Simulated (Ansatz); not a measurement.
## Ansatz (development build ahead of 0.2.0) run

```yaml
crystal:
  periodic: [false, false, false]
  atoms:
    - { symbol: Li, position_ang: [0.0, 0.0, 0.0] }
    - { symbol: H, position_ang: [0.0, 0.525, 1.6] }
    - { symbol: H, position_ang: [0.0, -0.525, 1.6] }
basis:
  gaussian: { orbitals: pcseg-2 }
magnetization:
  spin_polarized: true
  initial_magnetization: 1
hamiltonian:
  xc: pbe
```

The input is written out in the form of the current development build from the run's settings.

Output:

| Item | Value |
| --- | --- |
| Converged | yes |
| Total energy | -8.59451 hartree |
| Spin squared of the determinant | 0.751 |
